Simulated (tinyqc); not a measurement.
Worked calculation (part 1 of 2): ROHF in the sto-3g basis, for BH2, spin multiplicity 2. Computed by tinyqc, a small Python program that keeps every step (integrals from PySCF). Settings: charge = 0, multiplicity = 2, basis = sto-3g, energy threshold = 1e-08, iteration cap = 50, orthogonalisation = canonical, start = core, DIIS depth = 8, method = ROHF. Command: `OMP_NUM_THREADS=1 python tinyqc.py 31171 31172 out.jsonl` (the two numbers bound the seeds that draw the settings). One thread of a shared host (Intel(R) Xeon(R) Processor @ 2.60GHz), about 0.07 s of CPU time with the checks. Later iterations appear only in the table of the cycle.

## One-electron integrals

Geometry (angstrom):
```
atom         x          y         z
B     0.000000   0.000000  0.000000
H     0.000000   1.407000  0.627000
H     0.000000  -1.407000  0.627000
```

Basis sto-3g: exponents (1/bohr^2) and contraction coefficients of normalised primitives:
```
element  l (shell)   exponent  coefficient
B            s (1)  48.791113     0.154329
B            s (1)   8.887362     0.535328
B            s (1)   2.405267     0.444635
B            s (2)   2.236956    -0.099967
B            s (2)   0.519821     0.399513
B            s (2)   0.169062     0.700115
B            p (3)   2.236956     0.155916
B            p (3)   0.519821     0.607684
B            p (3)   0.169062     0.391957
H            s (1)   3.425251     0.154329
H            s (1)   0.623914     0.535328
H            s (1)   0.168855     0.444635
```

Overlap, kinetic and nuclear-attraction integrals over the contracted functions; the nuclear repulsion is the sum of Za Zb / Rab.

nuclear repulsion = 3.62341417 hartree

overlap S, order 1B 1s, 1B 2s, 1B 2px, 1B 2py, 1B 2pz, 2H 1s, 3H 1s:
```
[[1.000000, 0.269328, 0.000000, 0.000000, 0.000000, 0.030345, 0.030345],
 [0.269328, 1.000000, 0.000000, 0.000000, 0.000000, 0.312965, 0.312965],
 [0.000000, 0.000000, 1.000000, 0.000000, 0.000000, 0.000000, 0.000000],
 [0.000000, 0.000000, 0.000000, 1.000000, 0.000000, 0.327920, -0.327920],
 [0.000000, 0.000000, 0.000000, 0.000000, 1.000000, 0.146131, 0.146131],
 [0.030345, 0.312965, 0.000000, 0.327920, 0.146131, 1.000000, 0.026834],
 [0.030345, 0.312965, 0.000000, -0.327920, 0.146131, 0.026834, 1.000000]]
```

kinetic energy T (hartree), order 1B 1s, 1B 2s, 1B 2px, 1B 2py, 1B 2pz, 2H 1s, 3H 1s:
```
[[10.826302, -0.047967, 0.000000, 0.000000, 0.000000, -0.008841, -0.008841],
 [-0.047967, 0.359168, 0.000000, 0.000000, 0.000000, 0.024589, 0.024589],
 [0.000000, 0.000000, 1.123881, 0.000000, 0.000000, 0.000000, 0.000000],
 [0.000000, 0.000000, 0.000000, 1.123881, 0.000000, 0.085293, -0.085293],
 [0.000000, 0.000000, 0.000000, 0.000000, 1.123881, 0.038009, 0.038009],
 [-0.008841, 0.024589, 0.000000, 0.085293, 0.038009, 0.760032, -0.008246],
 [-0.008841, 0.024589, 0.000000, -0.085293, 0.038009, -0.008246, 0.760032]]
```

nuclear attraction V (hartree), order 1B 1s, 1B 2s, 1B 2px, 1B 2py, 1B 2pz, 2H 1s, 3H 1s:
```
[[-23.834461, -3.324410, 0.000000, 0.000000, -0.009028, -0.376097, -0.376097],
 [-3.324410, -4.452892, 0.000000, 0.000000, -0.088015, -1.121848, -1.121848],
 [0.000000, 0.000000, -4.374885, 0.000000, 0.000000, 0.000000, 0.000000],
 [0.000000, 0.000000, 0.000000, -4.493149, 0.000000, -1.097426, 1.097426],
 [-0.009028, -0.088015, 0.000000, 0.000000, -4.398370, -0.498830, -0.498830],
 [-0.376097, -1.121848, 0.000000, -1.097426, -0.498830, -3.126509, -0.095515],
 [-0.376097, -1.121848, 0.000000, 1.097426, -0.498830, -0.095515, -3.126509]]
```

core Hamiltonian H = T + V (hartree), order 1B 1s, 1B 2s, 1B 2px, 1B 2py, 1B 2pz, 2H 1s, 3H 1s:
```
[[-13.008158, -3.372377, 0.000000, 0.000000, -0.009028, -0.384938, -0.384938],
 [-3.372377, -4.093724, 0.000000, 0.000000, -0.088015, -1.097259, -1.097259],
 [0.000000, 0.000000, -3.251004, 0.000000, 0.000000, 0.000000, 0.000000],
 [0.000000, 0.000000, 0.000000, -3.369268, 0.000000, -1.012133, 1.012133],
 [-0.009028, -0.088015, 0.000000, 0.000000, -3.274490, -0.460821, -0.460821],
 [-0.384938, -1.097259, 0.000000, -1.012133, -0.460821, -2.366477, -0.103761],
 [-0.384938, -1.097259, 0.000000, 1.012133, -0.460821, -0.103761, -2.366477]]
```

## Two-electron integrals

Functions are numbered as in S; the eight-fold symmetry (ij|kl) = (ji|kl) = (kl|ij) leaves the list below.

Two-electron integrals (ij|kl) in chemists' order, unique and non-zero (hartree):
```
(11|11) 2.923513    (21|11) 0.518376    (21|21) 0.109262    (22|11) 0.744229
(22|21) 0.193177    (22|22) 0.544804    (31|31) 0.020264    (32|31) 0.029996
(32|32) 0.120346    (33|11) 0.742491    (33|21) 0.193240    (33|22) 0.544682
(33|33) 0.586773    (41|41) 0.020264    (42|41) 0.029996    (42|42) 0.120346
(43|43) 0.031630    (44|11) 0.742491    (44|21) 0.193240    (44|22) 0.544682
(44|33) 0.523513    (44|44) 0.586773    (51|51) 0.020264    (52|51) 0.029996
(52|52) 0.120346    (53|53) 0.031630    (54|54) 0.031630    (55|11) 0.742491
(55|21) 0.193240    (55|22) 0.544682    (55|33) 0.523513    (55|44) 0.523513
(55|55) 0.586773    (61|11) 0.058099    (61|21) 0.012208    (61|22) 0.021681
(61|33) 0.021588    (61|41) 0.000776    (61|42) 0.001447    (61|44) 0.021831
(61|51) 0.000346    (61|52) 0.000645    (61|54) 0.000108    (61|55) 0.021636
(61|61) 0.001404    (62|11) 0.165476    (62|21) 0.043766    (62|22) 0.139278
(62|33) 0.135092    (62|41) 0.004342    (62|42) 0.028489    (62|44) 0.145451
(62|51) 0.001935    (62|52) 0.012696    (62|54) 0.004616    (62|55) 0.137149
(62|61) 0.005216    (62|62) 0.053418    (63|31) 0.003992    (63|32) 0.019568
(63|43) 0.005058    (63|53) 0.002254    (63|63) 0.005224    (64|11) 0.151742
(64|21) 0.040613    (64|22) 0.136248    (64|33) 0.129230    (64|41) 0.007352
(64|42) 0.044378    (64|44) 0.148342    (64|51) 0.001497    (64|52) 0.011056
(64|54) 0.006263    (64|55) 0.131016    (64|61) 0.005024    (64|62) 0.060773
(64|64) 0.072953    (65|11) 0.067621    (65|21) 0.018098    (65|22) 0.060716
(65|33) 0.057588    (65|41) 0.001497    (65|42) 0.011056    (65|44) 0.061597
(65|51) 0.004659    (65|52) 0.024495    (65|54) 0.006845    (65|55) 0.062893
(65|61) 0.002239    (65|62) 0.027082    (65|64) 0.030182    (65|65) 0.018674
(66|11) 0.342230    (66|21) 0.092068    (66|22) 0.332762    (66|33) 0.314579
(66|41) 0.009773    (66|42) 0.087855    (66|44) 0.359676    (66|51) 0.004355
(66|52) 0.039151    (66|54) 0.020097    (66|55) 0.323535    (66|61) 0.011075
(66|62) 0.173020    (66|64) 0.212203    (66|65) 0.094564    (66|66) 0.774606
(71|11) 0.058099    (71|21) 0.012208    (71|22) 0.021681    (71|33) 0.021588
(71|41) -0.000776   (71|42) -0.001447   (71|44) 0.021831    (71|51) 0.000346
(71|52) 0.000645    (71|54) -0.000108   (71|55) 0.021636    (71|61) 0.001339
(71|62) 0.004743    (71|64) 0.004242    (71|65) 0.002050    (71|66) 0.009958
(71|71) 0.001404    (72|11) 0.165476    (72|21) 0.043766    (72|22) 0.139278
(72|33) 0.135092    (72|41) -0.004342   (72|42) -0.028489   (72|44) 0.145451
(72|51) 0.001935    (72|52) 0.012696    (72|54) -0.004616   (72|55) 0.137149
(72|61) 0.004743    (72|62) 0.031464    (72|64) 0.027668    (72|65) 0.015646
(72|66) 0.075020    (72|71) 0.005216    (72|72) 0.053418    (73|31) 0.003992
(73|32) 0.019568    (73|43) -0.005058   (73|53) 0.002254    (73|63) 0.002662
(73|73) 0.005224    (74|11) -0.151742   (74|21) -0.040613   (74|22) -0.136248
(74|33) -0.129230   (74|41) 0.007352    (74|42) 0.044378    (74|44) -0.148342
(74|51) -0.001497   (74|52) -0.011056   (74|54) 0.006263    (74|55) -0.131016
(74|61) -0.004242   (74|62) -0.027668   (74|64) -0.022664   (74|65) -0.013567
(74|66) -0.065444   (74|71) -0.005024   (74|72) -0.060773   (74|74) 0.072953
(75|11) 0.067621    (75|21) 0.018098    (75|22) 0.060716    (75|33) 0.057588
(75|41) -0.001497   (75|42) -0.011056   (75|44) 0.061597    (75|51) 0.004659
(75|52) 0.024495    (75|54) -0.006845   (75|55) 0.062893    (75|61) 0.002050
(75|62) 0.015646    (75|64) 0.013567    (75|65) 0.010269    (75|66) 0.038552
(75|71) 0.002239    (75|72) 0.027082    (75|74) -0.030182   (75|75) 0.018674
(76|11) 0.014517    (76|21) 0.003830    (76|22) 0.012121    (76|33) 0.011820
(76|44) 0.012202    (76|51) 0.000311    (76|52) 0.002004    (76|55) 0.012329
(76|61) 0.000438    (76|62) 0.003658    (76|64) 0.003672    (76|65) 0.002041
(76|66) 0.010127    (76|71) 0.000438    (76|72) 0.003658    (76|74) -0.003672
(76|75) 0.002041    (76|76) 0.000337    (77|11) 0.342230    (77|21) 0.092068
(77|22) 0.332762    (77|33) 0.314579    (77|41) -0.009773   (77|42) -0.087855
(77|44) 0.359676    (77|51) 0.004355    (77|52) 0.039151    (77|54) -0.020097
(77|55) 0.323535    (77|61) 0.009958    (77|62) 0.075020    (77|64) 0.065444
(77|65) 0.038552    (77|66) 0.188028    (77|71) 0.011075    (77|72) 0.173020
(77|74) -0.212203   (77|75) 0.094564    (77|76) 0.010127    (77|77) 0.774606
```

## Orthogonalisation

S = U s U^T; canonical form X = U s^(-1/2), so that X^T S X = 1. Each column of U has its largest component positive (the first on a tie).

eigenvalues of S: [0.478752, 0.522640, 0.882770, 1.000000, 1.087785, 1.450526, 1.577526]

X, order 1B 1s, 1B 2s, 1B 2px, 1B 2py, 1B 2pz, 2H 1s, 3H 1s:
```
[[-0.435436, 0.000000, 0.715291, 0.000000, -0.554825, 0.000000, 0.278902],
 [0.985424, 0.000000, -0.252652, 0.000000, -0.227448, 0.000000, 0.517505],
 [0.000000, 0.000000, 0.000000, 1.000000, 0.000000, 0.000000, 0.000000],
 [0.000000, 0.963855, 0.000000, 0.000000, 0.000000, 0.595543, 0.000000],
 [0.355064, 0.000000, 0.649342, 0.000000, 0.688604, 0.000000, 0.180904],
 [-0.633256, -0.701552, -0.260459, 0.000000, 0.206833, 0.409105, 0.357477],
 [-0.633256, 0.701552, -0.260459, 0.000000, 0.206833, -0.409105, 0.357477]]
```

## Starting guess

The start is the orbitals of the core Hamiltonian; D(s) = C_occ C_occ^T for each spin.

D(alpha) at the start, order 1B 1s, 1B 2s, 1B 2px, 1B 2py, 1B 2pz, 2H 1s, 3H 1s:
```
[[1.073619, -0.276094, 0.000000, 0.000000, -0.100116, 0.025346, 0.025346],
 [-0.276094, 1.030399, 0.000000, 0.000000, 0.397311, -0.085412, -0.085412],
 [0.000000, 0.000000, 1.000000, 0.000000, 0.000000, 0.000000, 0.000000],
 [0.000000, 0.000000, 0.000000, 1.120606, 0.000000, -0.107150, 0.107150],
 [-0.100116, 0.397311, 0.000000, 0.000000, 0.153239, -0.032918, -0.032918],
 [0.025346, -0.085412, 0.000000, -0.107150, -0.032918, 0.017332, -0.003159],
 [0.025346, -0.085412, 0.000000, 0.107150, -0.032918, -0.003159, 0.017332]]
```

D(beta) at the start, order 1B 1s, 1B 2s, 1B 2px, 1B 2py, 1B 2pz, 2H 1s, 3H 1s:
```
[[1.073619, -0.276094, 0.000000, 0.000000, -0.100116, 0.025346, 0.025346],
 [-0.276094, 1.030399, 0.000000, 0.000000, 0.397311, -0.085412, -0.085412],
 [0.000000, 0.000000, 0.000000, 0.000000, 0.000000, 0.000000, 0.000000],
 [0.000000, 0.000000, 0.000000, 1.120606, 0.000000, -0.107150, 0.107150],
 [-0.100116, 0.397311, 0.000000, 0.000000, 0.153239, -0.032918, -0.032918],
 [0.025346, -0.085412, 0.000000, -0.107150, -0.032918, 0.017332, -0.003159],
 [0.025346, -0.085412, 0.000000, 0.107150, -0.032918, -0.003159, 0.017332]]
```

## Iteration 1: building the Fock matrix

J_ij = sum D_kl (ij|kl) with D = D(alpha) + D(beta), K_ij = sum D_kl (ik|jl) for each spin; F = H + J - K(s); E = tr D H + tr D J / 2 - 0.5 sum_s tr D(s) K(s) + E_nn.

Coulomb J (hartree), order 1B 1s, 1B 2s, 1B 2px, 1B 2py, 1B 2pz, 2H 1s, 3H 1s:
```
[[9.647200, 2.015390, 0.000000, 0.000000, 0.036092, 0.227045, 0.227045],
 [2.015390, 4.239152, 0.000000, 0.000000, 0.157463, 1.053548, 1.053548],
 [0.000000, 0.000000, 4.231684, 0.000000, 0.000000, 0.000000, 0.000000],
 [0.000000, 0.000000, 0.000000, 4.288856, 0.000000, 1.014132, -1.014132],
 [0.036092, 0.157463, 0.000000, 0.000000, 4.184102, 0.470176, 0.470176],
 [0.227045, 1.053548, 0.000000, 1.014132, 0.470176, 2.413350, 0.092529],
 [0.227045, 1.053548, 0.000000, -1.014132, 0.470176, 0.092529, 2.413350]]
```

exchange K(alpha) (hartree), order 1B 1s, 1B 2s, 1B 2px, 1B 2py, 1B 2pz, 2H 1s, 3H 1s:
```
[[3.012538, 0.584718, 0.000000, 0.000000, 0.010563, 0.071326, 0.071326],
 [0.584718, 0.790272, 0.000000, 0.000000, 0.217187, 0.191959, 0.191959],
 [0.000000, 0.000000, 0.747679, 0.000000, 0.000000, 0.000000, 0.000000],
 [0.000000, 0.000000, 0.000000, 0.747065, 0.000000, 0.152055, -0.152055],
 [0.010563, 0.217187, 0.000000, 0.000000, 0.267658, 0.071907, 0.071907],
 [0.071326, 0.191959, 0.000000, 0.152055, 0.071907, 0.097299, 0.019508],
 [0.071326, 0.191959, 0.000000, -0.152055, 0.071907, 0.019508, 0.097299]]
```

exchange K(beta) (hartree), order 1B 1s, 1B 2s, 1B 2px, 1B 2py, 1B 2pz, 2H 1s, 3H 1s:
```
[[2.992275, 0.554722, 0.000000, 0.000000, 0.010563, 0.067333, 0.067333],
 [0.554722, 0.669926, 0.000000, 0.000000, 0.217187, 0.172391, 0.172391],
 [0.000000, 0.000000, 0.160906, 0.000000, 0.000000, 0.000000, 0.000000],
 [0.000000, 0.000000, 0.000000, 0.715435, 0.000000, 0.146997, -0.146997],
 [0.010563, 0.217187, 0.000000, 0.000000, 0.236028, 0.069653, 0.069653],
 [0.067333, 0.172391, 0.000000, 0.146997, 0.069653, 0.092075, 0.016845],
 [0.067333, 0.172391, 0.000000, -0.146997, 0.069653, 0.016845, 0.092075]]
```

F(alpha) (hartree), order 1B 1s, 1B 2s, 1B 2px, 1B 2py, 1B 2pz, 2H 1s, 3H 1s:
```
[[-6.373497, -1.941705, 0.000000, 0.000000, 0.016500, -0.229218, -0.229218],
 [-1.941705, -0.644844, 0.000000, 0.000000, -0.147739, -0.235671, -0.235671],
 [0.000000, 0.000000, 0.233001, 0.000000, 0.000000, 0.000000, 0.000000],
 [0.000000, 0.000000, 0.000000, 0.172523, 0.000000, -0.150056, 0.150056],
 [0.016500, -0.147739, 0.000000, 0.000000, 0.641955, -0.062552, -0.062552],
 [-0.229218, -0.235671, 0.000000, -0.150056, -0.062552, -0.050426, -0.030740],
 [-0.229218, -0.235671, 0.000000, 0.150056, -0.062552, -0.030740, -0.050426]]
```

F(beta) (hartree), order 1B 1s, 1B 2s, 1B 2px, 1B 2py, 1B 2pz, 2H 1s, 3H 1s:
```
[[-6.353233, -1.911709, 0.000000, 0.000000, 0.016500, -0.225226, -0.225226],
 [-1.911709, -0.524498, 0.000000, 0.000000, -0.147739, -0.216102, -0.216102],
 [0.000000, 0.000000, 0.819773, 0.000000, 0.000000, 0.000000, 0.000000],
 [0.000000, 0.000000, 0.000000, 0.204153, 0.000000, -0.144998, 0.144998],
 [0.016500, -0.147739, 0.000000, 0.000000, 0.673585, -0.060298, -0.060298],
 [-0.225226, -0.216102, 0.000000, -0.144998, -0.060298, -0.045202, -0.028078],
 [-0.225226, -0.216102, 0.000000, 0.144998, -0.060298, -0.028078, -0.045202]]
```

total energy of this density = -23.85918094 hartree

## Iteration 1: Roothaan effective Fock matrix

With projectors Pc = D(beta) S, Po = (D(alpha) - D(beta)) S, Pv = 1 - D(alpha) S, the block xy is Px^T F Py; with Fc = (F(alpha) + F(beta))/2, the blocks are Fc for cc, oo, vv and cv, F(beta) for co and F(alpha) for ov.

effective F (hartree), order 1B 1s, 1B 2s, 1B 2px, 1B 2py, 1B 2pz, 2H 1s, 3H 1s:
```
[[-6.363365, -1.926707, 0.000000, 0.000000, 0.016500, -0.227222, -0.227222],
 [-1.926707, -0.584671, 0.000000, 0.000000, -0.147739, -0.225886, -0.225886],
 [0.000000, 0.000000, 0.526387, 0.000000, 0.000000, 0.000000, 0.000000],
 [0.000000, 0.000000, 0.000000, 0.188338, 0.000000, -0.147527, 0.147527],
 [0.016500, -0.147739, 0.000000, 0.000000, 0.657770, -0.061425, -0.061425],
 [-0.227222, -0.225886, 0.000000, -0.147527, -0.061425, -0.047814, -0.029409],
 [-0.227222, -0.225886, 0.000000, 0.147527, -0.061425, -0.029409, -0.047814]]
```

## Iteration 1: diagonalisation and new density

Diagonalise F' = X^T F X, C = X C', fill 4 alpha and 3 beta electrons from the bottom; D(s) = C_occ C_occ^T. Each column has its largest component positive (the first on a tie).

F' = X^T F X (hartree):
```
[[0.160150, 0.000000, 0.861769, 0.000000, -0.690509, 0.000000, 0.541720],
 [0.000000, 0.555878, 0.000000, 0.000000, 0.000000, 0.125604, 0.000000],
 [0.861769, 0.000000, -2.114595, 0.000000, 2.756770, 0.000000, -1.720802],
 [0.000000, 0.000000, 0.000000, 0.526387, 0.000000, 0.000000, 0.000000],
 [-0.690509, 0.000000, 2.756770, 0.000000, -2.024594, 0.000000, 1.771848],
 [0.000000, 0.125604, 0.000000, 0.000000, 0.000000, -0.083136, 0.000000],
 [0.541720, 0.000000, -1.720802, 0.000000, 1.771848, 0.000000, -1.505608]]
```

orbital energies (hartree): [-6.371383, -0.196634, -0.106938, 0.355212, 0.526387, 0.579680, 0.728159]

coefficients C, order 1B 1s, 1B 2s, 1B 2px, 1B 2py, 1B 2pz, 2H 1s, 3H 1s:
```
[[0.989101, -0.201249, 0.000000, -0.260540, 0.000000, 0.000000, 0.012664],
 [0.039426, 0.564008, 0.000000, 1.017091, 0.000000, 0.000000, 0.017393],
 [0.000000, 0.000000, 0.000000, 0.000000, 1.000000, 0.000000, 0.000000],
 [0.000000, 0.000000, 0.405673, 0.000000, 0.000000, 1.057883, 0.000000],
 [-0.000112, 0.133653, 0.000000, 0.029249, 0.000000, 0.000000, 1.017791],
 [-0.005584, 0.421329, 0.532571, -0.642859, 0.000000, -0.613115, -0.220466],
 [-0.005584, 0.421329, -0.532571, -0.642859, 0.000000, 0.613115, -0.220466]]
```

D(alpha) after iteration 1, order 1B 1s, 1B 2s, 1B 2px, 1B 2py, 1B 2pz, 2H 1s, 3H 1s:
```
[[1.086703, -0.339502, 0.000000, 0.000000, -0.034628, 0.077176, 0.077176],
 [-0.339502, 1.354134, 0.000000, 0.000000, 0.105126, -0.416434, -0.416434],
 [0.000000, 0.000000, 0.000000, 0.000000, 0.000000, 0.000000, 0.000000],
 [0.000000, 0.000000, 0.000000, 0.164570, 0.000000, 0.216049, -0.216049],
 [-0.034628, 0.105126, 0.000000, 0.000000, 0.018719, 0.037509, 0.037509],
 [0.077176, -0.416434, 0.000000, 0.216049, 0.037509, 0.874449, 0.307186],
 [0.077176, -0.416434, 0.000000, -0.216049, 0.037509, 0.307186, 0.874449]]
```

D(beta) after iteration 1, order 1B 1s, 1B 2s, 1B 2px, 1B 2py, 1B 2pz, 2H 1s, 3H 1s:
```
[[1.018822, -0.074509, 0.000000, 0.000000, -0.027008, -0.090315, -0.090315],
 [-0.074509, 0.319660, 0.000000, 0.000000, 0.075377, 0.237413, 0.237413],
 [0.000000, 0.000000, 0.000000, 0.000000, 0.000000, 0.000000, 0.000000],
 [0.000000, 0.000000, 0.000000, 0.164570, 0.000000, 0.216049, -0.216049],
 [-0.027008, 0.075377, 0.000000, 0.000000, 0.017863, 0.056312, 0.056312],
 [-0.090315, 0.237413, 0.000000, 0.216049, 0.056312, 0.461181, -0.106082],
 [-0.090315, 0.237413, 0.000000, -0.216049, 0.056312, -0.106082, 0.461181]]
```
